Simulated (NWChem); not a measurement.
The numbers come from NWChem runs, not from measurements. System: ammonia (H$_{3}$N), charge 0, spin multiplicity 1, at a geometry optimised with PBE/def2-SVP. Level: B3LYP/cc-pVTZ, VWN1-RPA local correlation.

Output (cleaned and shortened):

```
             Northwest Computational Chemistry Package (NWChem) 7.3.0
             --------------------------------------------------------

                                NWChem Input Module
                                -------------------

 Scaling coordinates for geometry "geometry" by  1.889725989
 (inverse scale =  0.529177249)

 Turning off AUTOSYM since
 SYMMETRY directive was detected!

                             Geometry "geometry" -> ""
                             -------------------------

 Output coordinates in angstroms (scale by  1.889725989 to convert to a.u.)

  No.       Tag          Charge          X              Y              Z
 ---- ---------------- ---------- -------------- -------------- --------------
    1 N                    7.0000     0.00160000     0.12825600     0.00000000
    2 H                    1.0000    -0.47275500    -0.29341200     0.81243000
    3 H                    1.0000    -0.47275500    -0.29341200    -0.81243000
    4 H                    1.0000     0.93430600    -0.31096500     0.00000000

 Effective nuclear repulsion energy (a.u.)      11.7561354315

            Nuclear Dipole moment (a.u.)
            ----------------------------
        X                 Y               Z
 ---------------- ---------------- ----------------
    -0.0000075589     0.0000056692     0.0000000000

      Symmetry information
      --------------------

 Group name             Cs
 Group number              2
 Group order               2
 No. of unique centers     3

      Symmetry unique atoms

     1    2    4


 Summary of "ao basis" -> "" (spherical)
 ------------------------------------------------------------------------------
       Tag                 Description            Shells   Functions and Types
 ---------------- ------------------------------  ------  ---------------------
 *                          cc-pvtz                   on all atoms

                                 NWChem DFT Module
                                 -----------------

 Summary of "ao basis" -> "ao basis" (spherical)
 ------------------------------------------------------------------------------
       Tag                 Description            Shells   Functions and Types
 ---------------- ------------------------------  ------  ---------------------
 N                          cc-pvtz                 10       30   4s3p2d1f
 H                          cc-pvtz                  6       14   3s2p1d
[...]
 Vector    4  Occ=2.000000D+00  E=-4.514974D-01  Symmetry=a"
              MO Center= -1.8D-01, -6.2D-02,  5.0D-10, r^2= 9.9D-01
   Bfn.  Coefficient  Atom+Function         Bfn.  Coefficient  Atom+Function
  ----- ------------  ---------------      ----- ------------  ---------------
    10      0.293029  1 N  pz                 7      0.268652  1 N  pz
    32      0.221407  2 H  s                 46     -0.221407  3 H  s
    13      0.149462  1 N  pz                31      0.148762  2 H  s
    45     -0.148762  3 H  s                 33      0.106291  2 H  s
    47     -0.106291  3 H  s

 Vector    5  Occ=2.000000D+00  E=-2.723004D-01  Symmetry=a'
              MO Center=  3.3D-03,  2.7D-01,  2.6D-17, r^2= 9.0D-01
   Bfn.  Coefficient  Atom+Function         Bfn.  Coefficient  Atom+Function
  ----- ------------  ---------------      ----- ------------  ---------------
    12      0.392869  1 N  py                 9      0.359993  1 N  py
     6      0.309109  1 N  py                 4      0.192440  1 N  s
     2      0.181986  1 N  s                  3      0.055664  1 N  s
    31     -0.048276  2 H  s                 45     -0.048276  3 H  s
    59     -0.048276  4 H  s                 32     -0.036185  2 H  s

 Vector    6  Occ=0.000000D+00  E= 2.624571D-02  Symmetry=a'
              MO Center= -5.3D-03, -4.2D-01, -2.0D-17, r^2= 4.3D+00
   Bfn.  Coefficient  Atom+Function         Bfn.  Coefficient  Atom+Function
  ----- ------------  ---------------      ----- ------------  ---------------
     4      2.190011  1 N  s                 33     -0.796769  2 H  s
    47     -0.796769  3 H  s                 61     -0.796767  4 H  s
    12     -0.539874  1 N  py                32     -0.361750  2 H  s
    46     -0.361750  3 H  s                 60     -0.361750  4 H  s
     2      0.227555  1 N  s                  9     -0.223085  1 N  py

 Vector    7  Occ=0.000000D+00  E= 1.071424D-01  Symmetry=a"
              MO Center= -6.4D-01, -4.6D-01,  4.7D-16, r^2= 4.2D+00
   Bfn.  Coefficient  Atom+Function         Bfn.  Coefficient  Atom+Function
  ----- ------------  ---------------      ----- ------------  ---------------
    33      1.685643  2 H  s                 47     -1.685643  3 H  s
    13     -0.986704  1 N  pz                10     -0.291208  1 N  pz
    32      0.206838  2 H  s                 46     -0.206838  3 H  s
     7     -0.192606  1 N  pz                39     -0.079447  2 H  pz
    53     -0.079447  3 H  pz                20      0.065231  1 N  d -1

 Vector    8  Occ=0.000000D+00  E= 1.071426D-01  Symmetry=a'
              MO Center=  6.3D-01, -4.7D-01,  4.6D-17, r^2= 4.2D+00
   Bfn.  Coefficient  Atom+Function         Bfn.  Coefficient  Atom+Function
  ----- ------------  ---------------      ----- ------------  ---------------
    61      1.946418  4 H  s                 11     -0.986629  1 N  px
    33     -0.973206  2 H  s                 47     -0.973206  3 H  s
     8     -0.291186  1 N  px                60      0.238838  4 H  s
     5     -0.192591  1 N  px                32     -0.119417  2 H  s
    46     -0.119417  3 H  s                 65     -0.112861  4 H  px

 center of mass
 --------------
 x =   0.00123343 y =   0.09890761 z =   0.00000000

 moments of inertia (a.u.)
 ------------------
           6.374709850668           0.039007411102           0.000000000000
           0.039007411102           9.501509183986           0.000000000000
           0.000000000000           0.000000000000           6.374226302762

     Multipole analysis of the density
     ---------------------------------

     L   x y z        total         alpha         beta         nuclear
     -   - - -        -----         -----         ----         -------
     0   0 0 0     -0.000000     -5.000000     -5.000000     10.000000

     1   1 0 0     -0.008285     -0.004139     -0.004139     -0.000008
     1   0 1 0     -0.664023     -0.332014     -0.332014      0.000006
     1   0 0 1     -0.000000     -0.000000     -0.000000      0.000000

     2   2 0 0     -4.729351     -4.721471     -4.721471      4.713591
     2   1 1 0     -0.023971      0.008863      0.008863     -0.041696
     2   1 0 1     -0.000000     -0.000000     -0.000000      0.000000
     2   0 2 0     -6.650647     -4.011017     -4.011017      1.371387
     2   0 1 1      0.000000      0.000000      0.000000      0.000000
     2   0 0 2     -4.729056     -4.721582     -4.721582      4.714108

 Task  times  cpu:        1.1s     wall:        1.1s

 Total times  cpu:        1.2s     wall:        1.2s
```

Q: Write an NWChem input that would produce this output.

A: This is not unique; one that fits is 
```
start mol
memory heap 200 mb stack 900 mb global 1100 mb
geometry units angstroms nocenter noautoz
  N      0.001600     0.128256     0.000000
  H     -0.472755    -0.293412     0.812430
  H     -0.472755    -0.293412    -0.812430
  H      0.934306    -0.310965     0.000000
  symmetry group Cs
end
basis spherical
  * library cc-pvtz
end
dft
  xc b3lyp
  semidirect memsize 60000000 filesize 0
  iterations 100
end
task dft energy
```
